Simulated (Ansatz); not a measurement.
Input file:

```yaml
crystal:
  periodic: [false, false, false]
  atoms:
    - {symbol: Al, position_ang: [0.000000, 0.000000, 1.184392]}
    - {symbol: Al, position_ang: [0.000000, 0.000000, -1.115620]}
    - {symbol: H, position_ang: [0.000000, 0.000000, 2.621392]}
    - {symbol: H, position_ang: [0.000000, 0.000000, -2.690163]}
basis:
  gaussian: {orbitals: 6-31G}
magnetization: {spin_polarized: false, initial_magnetization: 2}
correlation: {method: ccsdt_q, electrons: outside_noble_gas}
```

```sh
$ ansatz run in.yaml --threads 1 --pin off --events-out ev --progress --plain --max-ram 2393MiB
```

Output:

```
587 factors; integrals over basis functions are off by at most 1.1e-7 eV
mean field evaluation 1: about -13192.7572 eV, gradient 8.3e0 eV
mean field evaluation 2: about -13192.7714 eV, gradient 8.3e0 eV
mean field evaluation 4: about -13193.3854 eV, gradient 3.6e-1 eV
mean field evaluation 8: about -13193.3871 eV, gradient 2.9e-4 eV
mean field evaluation 16: about -13192.4035 eV, gradient 3.4e0 eV
mean field evaluation 32: about -13190.9210 eV, gradient 9.4e-1 eV
mean field evaluation 64: about -13191.1359 eV, gradient 3.7e-4 eV
mean field -13193.38710314 eV, -484.8480332415 hartree, gradient 3.1e-6 eV, S^2 2.000000; 5 other end points of the search recorded, 0 dependent functions left out
mean field evaluation 96: about -13192.7798 eV, gradient 6.2e0 eV
determinant -13193.38710314 eV, -484.8480332415 hartree, with singles and doubles -13195.61566583 eV, -484.9299314097 hartree
determinant -13191.13594788 eV, -484.7653048116 hartree, with singles and doubles -13193.14081141 eV, -484.8389821872 hartree
determinant -13190.92891183 eV, -484.7576963770 hartree, with singles and doubles -13193.18996704 eV, -484.8407886233 hartree
determinant -13190.18447998 eV, -484.7303390112 hartree, with singles and doubles -13192.87789854 eV, -484.8293203176 hartree
10 core orbitals not correlated: weight in the atoms' cores, before any rotation towards them, 1.000 or more for the frozen orbitals, at most 0.000 for the correlated occupied ones
reference -13193.38710314 eV, -484.8480332415 hartree; 5, 3 occupied and 15, 17 virtual orbitals, 587 factors
second order -1.53510775 eV of doubles, -0.03804262 eV of singles
cycle   1  -1.99414036 eV  change   -4.2e-1 eV  update   7.1e-2
cycle   2  -2.26956492 eV  change   -2.8e-1 eV  update   3.4e-2
cycle   3  -2.29159246 eV  change   -2.2e-2 eV  update   1.0e-2
cycle   4  -2.29828760 eV  change   -6.7e-3 eV  update   4.3e-3
cycle   5  -2.29855871 eV  change   -2.7e-4 eV  update   1.5e-3
cycle   6  -2.29811026 eV  change    4.5e-4 eV  update   7.4e-4
cycle   7  -2.29823779 eV  change   -1.3e-4 eV  update   3.5e-4
cycle   8  -2.29846666 eV  change   -2.3e-4 eV  update   1.3e-4
cycle   9  -2.29845343 eV  change    1.3e-5 eV  update   5.5e-5
cycle  10  -2.29843180 eV  change    2.2e-5 eV  update   2.2e-5
cycle  11  -2.29843166 eV  change    1.4e-7 eV  update   1.2e-5
cycle  12  -2.29843432 eV  change   -2.7e-6 eV  update   6.2e-6
cycle  13  -2.29843852 eV  change   -4.2e-6 eV  update   2.6e-6
cycle  14  -2.29843789 eV  change    6.2e-7 eV  update   1.2e-6
cycle  15  -2.29843677 eV  change    1.1e-6 eV  update   5.2e-7
cycle  16  -2.29843664 eV  change    1.3e-7 eV  update   2.0e-7
perturbative correction -0.00399386 eV, -0.0001467716 hartree
Total energy: -13195.68953364 eV, -484.9326460017 hartree
```

For the same geometry and basis full CI lies 1.9 meV lower.

Ran on 1 thread of Arm Neoverse V2, shared host: 2.5 s wall, 0.11 GiB peak host memory.
